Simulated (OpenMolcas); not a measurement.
# A ladder of methods for AlHClF (SMILES [F][AlH][Cl])

The species is AlHClF (4 atoms), meant as a singlet with charge 0. As SMILES, `[F][AlH][Cl]`. The shape comes from GFN2-xTB, which is rough for such elements, and wasn't checked as a minimum.

```xyz
4

F     0.5115   -0.9613    1.2479
Al    0.0626    0.0413    0.0184
Cl   -1.6147   -0.2460   -1.0636
H     1.0406    1.1660   -0.2027
```

Each level gives the energy change with the F1–Al2 bond stretched from 1.649 to 2.885 Å (eV). The values are calculated.

| level | kind | program | value (eV) | less FCI/STO-3G | CPU time (all runs) |
| --- | --- | --- | --- | --- | --- |
| SVWN5/STO-3G (restricted) | LDA | OpenMolcas | 6.56 | +1.64 | 9.1 s |
| r2SCAN/STO-3G (restricted) | meta-GGA | OpenMolcas | 6.44 | +1.52 | 11 s |
| M06-2X/STO-3G (restricted) | hybrid meta-GGA | OpenMolcas | 7.20 | +2.28 | 9.5 s |
| B2PLYP/STO-3G (restricted) | double hybrid | OpenMolcas | 6.47 | +1.55 | 7.9 s |
| MP2/STO-3G (restricted) | perturbation theory | OpenMolcas | 6.53 | +1.61 | 3.4 s |
| SC-NEVPT2(2,2)/STO-3G | multireference | OpenMolcas | 4.88 | -0.04 | 3.3 s |
| CISD/STO-3G (restricted) | coupled cluster or CI | OpenMolcas | 5.15 | +0.23 | 3.5 s |
| FCI/STO-3G | exact in the basis | OpenMolcas | 4.92 | 0.00 | 3.6 min |

FCI/STO-3G is exact within its basis and frozen core, so for wave-function methods in that basis the difference is their error; functionals converge differently with the basis, so for them it is only a difference. The first shape isn't each level's own minimum. The values span 4.88 to 7.20 eV. All rows use very small basis sets, so even the best lies far from the true value. CPU times are rough (shared hosts, several kinds of processor): they show what a rung costs within a factor of a few.
